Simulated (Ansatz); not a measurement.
# C4H6F2: how energies converge with the basis set

Aim: see how fast density functionals converge with the basis set for C4H6F2.

The runs use Ansatz 0.2.0, Gaussian basis; one geometry, several basis sets.

The runs, in order: PBE0-D4/def2-SVP; ωB97M-V/def2-SVP; PBE0-D4/def2-QZVPP; ωB97M-V/def2-QZVPP; the functionals' def2-TZVPP values are taken from earlier runs.

## (1) Structure used throughout

All runs share one geometry, relaxed beforehand with PBE0-D4 in a triple-zeta def2 set.

SMILES `C/C(F)=C/CF`, 12 atoms, charge 0, spin multiplicity 1.

Atoms are counted from 1 here; the program's logs count them from 0.

Bond lengths: C1–C2 1.479 Å, C1–H7 1.089 Å, C1–H8 1.093 Å, C1–H9 1.093 Å, C2–F3 1.346 Å, C2–C4 1.325 Å, C4–C5 1.483 Å, C4–H10 1.084 Å, C5–F6 1.391 Å, C5–H11 1.091 Å, C5–H12 1.095 Å. Angles: C2–C1–H7 110.7°, C2–C1–H8 110.1°, C2–C1–H9 110.4°, H7–C1–H8 109.0°, H7–C1–H9 109.1°, H8–C1–H9 107.5°, C1–C2–F3 111.9°, C1–C2–C4 128.2°, F3–C2–C4 119.9°, C2–C4–C5 124.7°, C2–C4–H10 117.5°, C5–C4–H10 117.8°, C4–C5–F6 110.1°, C4–C5–H11 111.5°, C4–C5–H12 111.2°, F6–C5–H11 108.0°, F6–C5–H12 106.7°, H11–C5–H12 109.2°.

## (2) PBE0-D4 in def2-SVP

in.yaml

```yaml
crystal:
  periodic: [false, false, false]
  atoms:
    - {symbol: C, position_ang: [-0.725638, -1.039341, 1.502538]}
    - {symbol: C, position_ang: [-0.483909, -0.354534, 0.214129]}
    - {symbol: F, position_ang: [-1.529194, -0.479470, -0.625313]}
    - {symbol: C, position_ang: [0.593387, 0.317138, -0.166962]}
    - {symbol: C, position_ang: [0.752531, 0.977959, -1.484524]}
    - {symbol: F, position_ang: [0.946465, 2.344625, -1.313046]}
    - {symbol: H, position_ang: [0.128038, -0.919503, 2.167716]}
    - {symbol: H, position_ang: [-1.615281, -0.626862, 1.986166]}
    - {symbol: H, position_ang: [-0.904733, -2.105531, 1.339492]}
    - {symbol: H, position_ang: [1.412165, 0.392440, 0.538691]}
    - {symbol: H, position_ang: [-0.129773, 0.838509, -2.111023]}
    - {symbol: H, position_ang: [1.632843, 0.599372, -2.013865]}
basis:
  gaussian: {orbitals: def2-SVP}
hamiltonian: {xc: pbe0, dispersion: d4}
output: {orbitals: {seedname: orbitals}}
```

Started as:

```sh
ansatz run in.yaml --threads 4 --pin off --events-out ev --progress --plain --max-ram 10444MiB
```

What it wrote:

```text
Functional definition: PBE0
  name "PBE0"
  cite "Adamo & Barone, J. Chem. Phys. 110, 6158 (1999) doi:10.1063/1.478522"
  cite "Perdew, Burke & Ernzerhof, Phys. Rev. Lett. 77, 3865 (1996) doi:10.1103/PhysRevLett.77.3865"
  parent pbe
  parameter a = 0.25
  parameter kappa = 0.804
  parameter beta = 0.06672455060314922
  exchange = (1 - a)*pbe_x(kappa = kappa, mu = beta*pi^2/3) + a*exact_x
  correlation = pbe_c(beta = beta)
1276 factors; their error is unknown
mean field evaluation 1: about -9656.2839 eV, gradient 4.7e1 eV
mean field evaluation 2: about -9656.1642 eV, gradient 4.6e1 eV
mean field evaluation 4: about -9661.3493 eV, gradient 2.3e0 eV
mean field evaluation 8: about -9661.3594 eV, gradient 3.8e-2 eV
mean field evaluation 16: about -9661.3506 eV, gradient 3.2e-5 eV
mean field -9661.35060642 eV, -355.0480860871 hartree, gradient 3.2e-5 eV, S^2 0.000000; 0 other end points of the search recorded, 0 dependent functions left out
reference -9661.35062992 eV, -355.0480869509 hartree; 24, 24 occupied and 90, 90 virtual orbitals, 1276 factors
Total energy: -9661.51818578 eV, -355.0542445151 hartree
```

It took 1.1 s on 4 threads of Arm Neoverse V1, shared host; peak memory 0.25 GiB.

## (3) ωB97M-V in def2-SVP

in.yaml: that of step 2 with these lines changed.

```diff
@@ -17,3 +17,3 @@
   gaussian: {orbitals: def2-SVP}
-hamiltonian: {xc: pbe0, dispersion: d4}
+hamiltonian: {xc: {name: wB97M-V}}
 output: {orbitals: {seedname: orbitals}}
```

The command is unchanged.

What it wrote (excerpt; [...] marks lines left out):

```text
Functional definition: wB97M-V
  name "wB97M-V"
  cite "Mardirossian & Head-Gordon, J. Chem. Phys. 144, 214110 (2016) doi:10.1063/1.4952647"
  cite "Becke, J. Chem. Phys. 107, 8554 (1997) doi:10.1063/1.475007"
  cite "Vydrov & Van Voorhis, J. Chem. Phys. 133, 244103 (2010) doi:10.1063/1.3521275"
  # Of w^i u^j: cxij and so on, Table III.
[...]
  gx(w, u) = 1 - cx + cx01*u + cx10*w
  gss(w, u) = css00 + css04*u^4 + css10*w + css20*w^2 + css43*w^4*u^3
  gos(w, u) = cos00 + cos10*w + (cos20 + cos21*u)*w^2 + (cos60 + cos61*u)*w^6
[...]
      + integral(e_c_pw_mod_opposite_spin*gos(b97_w_opposite, b97_u_opposite)) + vv10(b, c)
1276 factors; their error is unknown
284 factors; integrals over basis functions are off by at most 8.5e-6 eV
[...]
mean field -9667.92548679 eV, -355.2897084843 hartree, gradient 1.2e-5 eV, S^2 0.000000; 0 other end points of the search recorded, 0 dependent functions left out
reference -9667.92552383 eV, -355.2897098454 hartree; 24, 24 occupied and 90, 90 virtual orbitals, 1276 factors
Total energy: -9667.92552383 eV, -355.2897098454 hartree
```

It took 4 s on 4 threads of Arm Neoverse V1, shared host; peak memory 0.34 GiB.

## (4) PBE0-D4 in def2-QZVPP

in.yaml: that of step 3 with these lines changed.

```diff
@@ -16,4 +16,4 @@
 basis:
-  gaussian: {orbitals: def2-SVP}
-hamiltonian: {xc: {name: wB97M-V}}
+  gaussian: {orbitals: "def2-QZVPP.json"}
+hamiltonian: {xc: pbe0, dispersion: d4}
 output: {orbitals: {seedname: orbitals}}
```

Same command.

What it wrote:

```text
Functional definition: PBE0
  name "PBE0"
  cite "Adamo & Barone, J. Chem. Phys. 110, 6158 (1999) doi:10.1063/1.478522"
  cite "Perdew, Burke & Ernzerhof, Phys. Rev. Lett. 77, 3865 (1996) doi:10.1103/PhysRevLett.77.3865"
  parent pbe
  parameter a = 0.25
  parameter kappa = 0.804
  parameter beta = 0.06672455060314922
  exchange = (1 - a)*pbe_x(kappa = kappa, mu = beta*pi^2/3) + a*exact_x
  correlation = pbe_c(beta = beta)
1438 factors; their error is unknown
mean field evaluation 1: about -9665.2587 eV, gradient 6.1e1 eV
mean field evaluation 2: about -9664.6572 eV, gradient 6.0e1 eV
mean field evaluation 4: about -9673.1740 eV, gradient 4.2e0 eV
mean field evaluation 8: about -9673.2061 eV, gradient 3.9e-2 eV
mean field evaluation 16: about -9673.2088 eV, gradient 1.0e-4 eV
mean field -9673.20881280 eV, -355.4838671339 hartree, gradient 3.7e-5 eV, S^2 0.000000; 0 other end points of the search recorded, 0 dependent functions left out
reference -9673.20885069 eV, -355.4838685263 hartree; 24, 24 occupied and 498, 498 virtual orbitals, 1438 factors
Total energy: -9673.37640655 eV, -355.4900260905 hartree
```

Wall time 8 s (4 threads of Arm Neoverse V1, shared host); peak memory 1.8 GiB.

## (5) ωB97M-V in def2-QZVPP

in.yaml: that of step 4 with these lines changed.

```diff
@@ -17,3 +17,3 @@
   gaussian: {orbitals: "def2-QZVPP.json"}
-hamiltonian: {xc: pbe0, dispersion: d4}
+hamiltonian: {xc: {name: wB97M-V}}
 output: {orbitals: {seedname: orbitals}}
```

Same command.

What it wrote (excerpt; [...] marks lines left out):

```text
Functional definition: wB97M-V
  name "wB97M-V"
  cite "Mardirossian & Head-Gordon, J. Chem. Phys. 144, 214110 (2016) doi:10.1063/1.4952647"
  cite "Becke, J. Chem. Phys. 107, 8554 (1997) doi:10.1063/1.475007"
  cite "Vydrov & Van Voorhis, J. Chem. Phys. 133, 244103 (2010) doi:10.1063/1.3521275"
  # Of w^i u^j: cxij and so on, Table III.
[...]
  gx(w, u) = 1 - cx + cx01*u + cx10*w
  gss(w, u) = css00 + css04*u^4 + css10*w + css20*w^2 + css43*w^4*u^3
  gos(w, u) = cos00 + cos10*w + (cos20 + cos21*u)*w^2 + (cos60 + cos61*u)*w^6
[...]
      + integral(e_c_pw_mod_opposite_spin*gos(b97_w_opposite, b97_u_opposite)) + vv10(b, c)
1438 factors; their error is unknown
366 factors; integrals over basis functions are off by at most 7.1e-6 eV
[...]
mean field -9680.15031344 eV, -355.7389625774 hartree, gradient 1.1e-5 eV, S^2 0.000000; 0 other end points of the search recorded, 0 dependent functions left out
reference -9680.15037259 eV, -355.7389647511 hartree; 24, 24 occupied and 498, 498 virtual orbitals, 1438 factors
Total energy: -9680.15037259 eV, -355.7389647511 hartree
```

Run time: 19 s. Hardware: 4 threads of Arm Neoverse V1, shared host; peak memory 2.2 GiB.

## (6) Functionals by basis

The def2-TZVPP values come from earlier runs at the same geometry.

| functional | basis | functions | energy (eV) | from the largest (eV) | HOMO (eV) | LUMO (eV) |
| --- | --- | --- | --- | --- | --- | --- |
| PBE0-D4 | def2-SVP | 114 | -9661.5182 | 11.858 | -7.41 | 0.27 |
| PBE0-D4 | def2-TZVPP | 270 | -9672.8611 | 0.515 | -7.50 | 0.07 |
| PBE0-D4 | def2-QZVPP | 522 | -9673.3764 | 0.000 | -7.53 | -0.01 |
| ωB97M-V | def2-SVP | 114 | -9667.9255 | 12.225 | -9.64 | 2.48 |
| ωB97M-V | def2-TZVPP | 270 | -9679.6556 | 0.495 | -9.74 | 2.20 |
| ωB97M-V | def2-QZVPP | 522 | -9680.1504 | 0.000 | -9.77 | 1.79 |

## (7) Summary of results

```
                                       quantity           value
PBE0-D4: double and triple zeta above quadruple  11.86, 0.52 eV
ωB97M-V: double and triple zeta above quadruple  12.22, 0.49 eV
```

In words: PBE0-D4 gains 11.34 eV from double to triple zeta, then 0.52 eV more. Total energies overstate the basis error of differences, where much of it tends to cancel. The LUMO of ωB97M-V is positive and keeps falling with the basis (2.48 to 1.79 eV): an unbound level that the basis holds in place.

For PBE0-D4 the largest set took about 7 times as long as the smallest (8 s against 1.1 s).
